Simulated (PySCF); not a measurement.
Acetylethylenimine, C₄H₇NO.
Numbering: `[CH3:1][C:2](=[O:3])[N:4]1[CH2:5][CH2:6]1` (hydrogens: H7, H8, H9 on C1; H10, H11 on C5; H12, H13 on C6)

Geometry (PBE0-D3(BJ)/def2-SVP, Å), atoms numbered from 1 in this order:
```xyz
13
C4H7NO angstrom
C     -1.9793   -0.4691    0.4024
C     -0.7945    0.2119   -0.2331
O     -0.8251    0.7399   -1.3191
N      0.3460    0.2207    0.5588
C      1.6733    0.0939    0.0524
C      1.0989   -0.9254    0.9848
H     -2.0211   -0.2769    1.4832
H     -1.8975   -1.5587    0.2566
H     -2.8980   -0.1244   -0.0871
H      1.7779   -0.1747   -1.0054
H      2.4059    0.8185    0.4227
H      1.4054   -0.9519    2.0364
H      0.8371   -1.9014    0.5573
```

Method: core-valence-separated Tamm–Dancoff BHandHLYP/aug-pcX-1 (pcseg-1 on H) in PySCF, non-relativistic, gas phase, PBE0-D3(BJ)/def2-SVP geometry. BHandHLYP without relativity tends to put these K edges a few eV too low, so spacings mean more than positions.

The lowest roots of each edge with f over 0.003 (five at most, numbered afresh; weaker and dark ones are left out), with transition dipoles (au) in the frame of the coordinates:

```tsv
root	edge	E (eV)	μx	μy	μz
1	C	284.48	-0.0254	0.0942	0.0488
2	C	285.35	-0.0066	0.0218	0.0101
3	C	285.62	-0.0164	-0.0251	0.0152
4	C	286.49	-0.0734	0.0144	0.0124
5	C	286.53	-0.0061	0.0381	0.0513
6	N	399.98	-0.0057	-0.0154	-0.0279
7	N	401.04	0.0241	0.0535	-0.0365
8	N	401.63	0.0120	-0.0208	-0.0049
9	N	401.79	-0.0275	0.0051	0.0126
10	O	529.05	-0.0136	0.0519	0.0267
11	O	534.80	0.0112	-0.0064	0.0126
```

What are the oscillator strengths?

f = (2/3) ΔE |μ|², with ΔE in hartree (27.2114 eV):

```tsv
root	ΔE (Eh)	|μ|² (au)	f	core hole on
1	10.4544	0.011900	0.083	C2
2	10.4865	0.000621	0.004	C1
3	10.4964	0.001130	0.008	C1
4	10.5282	0.005749	0.040	C6
5	10.5299	0.004121	0.029	C1
6	14.6989	0.001048	0.010	N4
7	14.7378	0.004775	0.047	N4
8	14.7596	0.000601	0.006	N4
9	14.7656	0.000941	0.009	N4
10	19.4424	0.003591	0.047	O3
11	19.6537	0.000325	0.004	O3
```

Molecules are fixed in this frame and the field points along x. What effective strengths 3 f cos²θ do the roots have (θ between field and μ)?

root 1 (C2): 0.013, root 2 (C1): 0.001, root 3 (C1): 0.006, root 4 (C6): 0.114, root 5 (C1): 0.001, root 6 (N4): 0.001, root 7 (N4): 0.017, root 8 (N4): 0.004, root 9 (N4): 0.022, root 10 (O3): 0.007, root 11 (O3): 0.005. Root 4 is the strongest. Averaged over all orientations cos²θ is 1/3, which gives f back.

One conformer stands for the species.
